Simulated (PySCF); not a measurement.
Molecule: SMILES C1=CC=C(F)C=C1, C$_{6}$H$_{5}$F.

Molfile (atoms numbered from 1):
```
C6H5F
     RDKit          3D

 12 12  0  0  0  0  0  0  0  0999 V2000
   -2.2346   -1.2777   -0.1212 F   0  0  0  0  0  0  0  0  0  0  0  0
   -1.1170   -0.5513   -0.1294 C   0  0  0  0  0  0  0  0  0  0  0  0
    0.1125   -1.2000   -0.1540 C   0  0  0  0  0  0  0  0  0  0  0  0
    1.2767   -0.4334   -0.1623 C   0  0  0  0  0  0  0  0  0  0  0  0
    1.2071    0.9597   -0.1461 C   0  0  0  0  0  0  0  0  0  0  0  0
   -0.0379    1.5883   -0.1217 C   0  0  0  0  0  0  0  0  0  0  0  0
   -1.2113    0.8357   -0.1131 C   0  0  0  0  0  0  0  0  0  0  0  0
    0.1403   -2.2910   -0.1663 H   0  0  0  0  0  0  0  0  0  0  0  0
    2.2479   -0.9331   -0.1815 H   0  0  0  0  0  0  0  0  0  0  0  0
    2.1225    1.5551   -0.1525 H   0  0  0  0  0  0  0  0  0  0  0  0
   -0.1003    2.6789   -0.1090 H   0  0  0  0  0  0  0  0  0  0  0  0
   -2.1969    1.3042   -0.0941 H   0  0  0  0  0  0  0  0  0  0  0  0
  1  2  1  0
  2  3  2  0
  3  4  1  0
  4  5  2  0
  5  6  1  0
  6  7  2  0
  7  2  1  0
  3  8  1  0
  4  9  1  0
  5 10  1  0
  6 11  1  0
  7 12  1  0
M  END
```

Geometry PBE0-D3(BJ)/def2-SVP throughout; GIAO in PySCF, gas phase, one conformer, non-relativistic; equivalent atoms averaged; functional PBE0.

**Question.** How do the absolute shieldings σ depend on the basis set? (ppm; last column core-seconds on shared hosts with different chips, so compare them loosely)

**Answer.** 
```tsv
basis set	functions	F1	C2	C4/C6	C5	C3/C7	H9/H11	H10	H8/H12	core-s
STO-3G	40	317.2	106.6	122.7	128.4	131.3	25.59	25.85	25.86	3.3
pcSseg-0	73	283.4	13.7	52.8	59.9	65.7	25.40	25.67	25.83	4.3
6-31G	73	296.3	40.5	73.3	79.4	85.5	25.18	25.41	25.63	6.3
6-31G*	108	303.3	38.4	70.1	77.2	83.6	24.65	24.93	25.15	9.1
cc-pVDZ	123	299.7	34.2	67.0	74.2	81.3	24.00	24.23	24.39	11
def2-SVP	123	305.0	31.6	65.6	72.8	79.8	24.11	24.38	24.45	10
pcSseg-1	144	286.9	13.8	48.7	55.7	63.6	23.81	24.04	24.12	12
aug-cc-pVDZ	206	304.9	33.5	66.4	73.0	80.7	23.82	24.05	24.15	24
6-311+G(2d,p)	219	292.2	17.7	53.0	59.8	67.5	23.95	24.19	24.27	25
def2-TZVP	247	291.4	15.4	51.3	58.6	66.6	23.90	24.17	24.29	31
cc-pVTZ	280	290.6	17.5	52.7	60.0	68.0	23.76	24.00	24.14	37
IGLO-III	295	290.3	9.2	45.3	52.6	60.5	23.82	24.06	24.14	39
pcSseg-2	322	290.2	8.2	44.3	51.7	59.9	23.66	23.92	24.01	40
```

**Question.** Which nucleus moves most, in ppm?

**Answer.** C2 (aromatic carbon bearing fluorine): from 8.2 ppm with pcSseg-2 to 106.6 ppm with STO-3G. The smallest spread is 1.85 ppm, at H8/H12. Proton shifts span only some 12 ppm, so a few tenths of a ppm matter as much there as several ppm in carbon.

**Question.** Taking the largest basis, pcSseg-2 (322 functions), as the yardstick, rank the others by their worst heavy-atom deviation.

**Answer.** IGLO-III 1.1 ppm (295 functions), pcSseg-1 5.6 ppm (144 functions), def2-TZVP 7.2 ppm (247 functions), pcSseg-0 8.5 ppm (73 functions), cc-pVTZ 9.3 ppm (280 functions), 6-311+G(2d,p) 9.6 ppm (219 functions), def2-SVP 23.4 ppm (123 functions), aug-cc-pVDZ 25.4 ppm (206 functions), cc-pVDZ 26.0 ppm (123 functions), 6-31G* 30.2 ppm (108 functions), 6-31G 32.3 ppm (73 functions), STO-3G 98.5 ppm (40 functions).

A small basis that lands close on one nucleus may do so by chance; judge by the trend and by all nuclei.
